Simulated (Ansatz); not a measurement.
Born–Oppenheimer molecular dynamics of CHOS (4 atoms, charge 1, multiplicity 1). It starts at the highest image of a converged band. Of that band: The profile has 2 maxima (images 2, 7) with wells between them (image 5): this band takes more than one step, which may be the mechanism or a detour left from its start path. Neighbouring images differ by up to 2.3 eV, so the band resolves the path poorly. A vibrational analysis at the climbing image gives one clearly imaginary mode, 861i cm⁻¹: a first-order saddle point.

All numbers below come from Ansatz 0.2.0, RKS PBE0/6-31G*.

```yaml
ensemble: NVE (velocity Verlet)
time_step: 0.5 fs
steps_asked: 200
starting_velocities_drawn_for: 100 K
seed: 9165
```

First frame:

```xyz
4
Properties=species:S:1:pos:R:3
C -0.132 0.693 -0.318
O -1.092 -0.001 -0.137
S 0.233 -1.168 0.538
H 0.990 0.475 -0.083
```

Task: How far do the bonds stretch over the last three quarters of this one trajectory? (Pairs bonded in most of those frames.)

Result: 
```tsv
bond	mean (Å)	spread (Å)	shortest	longest
C1–O2	1.165	0.005	1.16	1.18
S3–H4	1.393	0.093	1.25	1.54
```

Mean temperature of the second half: 3601 K. The conserved energy stayed within 0.64 meV per atom of its start (net change -0.53 meV per atom), so the integration is sound. The kinetic energy rose, since the run started high on the potential surface and went downhill. It ends in pieces (CO + HS), so much of that is their flight and rotation, not heat. A run of 0.1 ps of so small a system gives no equilibrium averages. The orbitals stay closed-shell, which can raise the energy where a bond breaks towards radicals; this wasn't checked here.

Run time: 5.9 min on 1 thread of Arm Neoverse N1, on a shared host, peak memory 0.1 GiB.
